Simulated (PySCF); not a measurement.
**BH2F− (SMILES [BH2-]F): U-wB97X-V/STO-6G**

Aim: the energy change on altering one bond length of BH2F− at U-wB97X-V/STO-6G, from 2 runs. 

Program for the calculation: PySCF 2.14.0.

10 further runs of the same task are left out: 10 set aside as unsound or not needed.

## Step 1: Starting point

The species is BH2F− (4 atoms), meant as a doublet with charge -1. SMILES: `[BH2-]F`. The coordinates come from a GFN2-xTB relaxation.

Bond lengths: B1–F2 1.499 Å, B1–H3 1.242 Å, B1–H4 1.242 Å. Angles: F2–B1–H3 108.4°, F2–B1–H4 108.4°, H3–B1–H4 113.0°.

## Step 2: A single-point energy at U-wB97X-V/STO-6G

The input, mol.xyz:

```xyz
4
BFH2
B     -0.086340     0.304430     0.102380
F      1.031910    -0.468820     0.732960
H     -1.140340    -0.333670     0.256190
H      0.194760     0.498060    -1.091520
```

The input, calc.py:

```python
from pyscf import gto, dft

mol = gto.M(
    atom='mol.xyz',
    max_memory=1860,
    basis='sto-6g',
    spin=1,
    verbose=3,
    charge=-1,
)

mf = dft.UKS(mol)
mf.xc = 'wb97x-v'
mf.grids.level = 5
mf.nlcgrids.level = 1
mf.conv_tol = 1e-10
mf.kernel()
if not mf.converged:
    mf = mf.newton().run(mf.mo_coeff, mf.mo_occ)

etot = mf.e_tot
print('E = %.10f Eh' % etot)
```

On the command line:

```sh
$ OMP_NUM_THREADS=1 python calc.py
```

Log:

```text
converged SCF energy = -125.098593402897  <S^2> = 0.75116296  2S+1 = 2.0011626
E = -125.0985934029 Eh
```

Run time: 14 s. Hardware: 1 thread of Arm Neoverse V1, shared host; peak memory 0.18 GiB.

## Step 3: The distorted shape

The input, input.py:

```python
from pyscf import gto, dft

molecule = gto.Mole()
molecule.atom = '''
B    0.440655   0.623477   0.025476
F    1.558905  -0.149773   0.656056
H   -1.140340  -0.333670   0.256190
H    0.721755   0.817107  -1.168424
'''
molecule.charge = -1
molecule.spin = 1
molecule.basis = 'sto-6g'
molecule.verbose = 3
molecule.max_memory = 1860
molecule.build()

ks = dft.UKS(molecule)
ks.xc = 'wb97x-v'
ks.grids.level = 5
ks.conv_tol = 1e-10
ks.nlcgrids.level = 1
ks.kernel()
if not ks.converged:
    ks = ks.newton().run(ks.mo_coeff, ks.mo_occ)

e_final = ks.e_tot
print(f'total energy: {e_final:.8f} hartree')
```

On the command line:

```sh
$ OMP_NUM_THREADS=1 python input.py
```

Log:

```text
WARN: HOMO -0.00956663314828066 >= LUMO -0.00956663314828154

converged SCF energy = -125.015176172474  <S^2> = 0.75071089  2S+1 = 2.0007108
total energy: -125.01517617 hartree
```

Wall time 16 s (1 thread of Arm Neoverse V1, shared host); peak memory 0.18 GiB.

## Step 4: Results

At U-wB97X-V/STO-6G:

| quantity | value |
| --- | --- |
| first shape: total energy | -125.09859 Eh |
| first shape: HOMO energy (highest over α and β) | 5.58 eV |
| first shape: LUMO energy (lowest over α and β) | 15.95 eV |
| first shape: ⟨S²⟩ | 0.751 |
| distorted shape: total energy | -125.01518 Eh |
| distorted shape: HOMO energy (highest over α and β) | 4.50 eV |
| distorted shape: LUMO energy (lowest over α and β) | 14.53 eV |
| distorted shape: ⟨S²⟩ | 0.751 |
| energy change with the B1–H3 bond stretched from 1.242 to 1.862 Å | 2.270 eV |

What this shows: With the B1–H3 bond stretched from 1.242 to 1.862 Å the energy rises by 2.27 eV (52 kcal/mol). The first shape isn't relaxed at this level, so the change isn't measured from a minimum. The minimal basis adds a large error of its own. The HOMO (first shape) lies at positive energy, 5.58 eV; only total energies tell whether the electron is bound. The HOMO (distorted shape) lies at positive energy, 4.50 eV; only total energies tell whether the electron is bound.
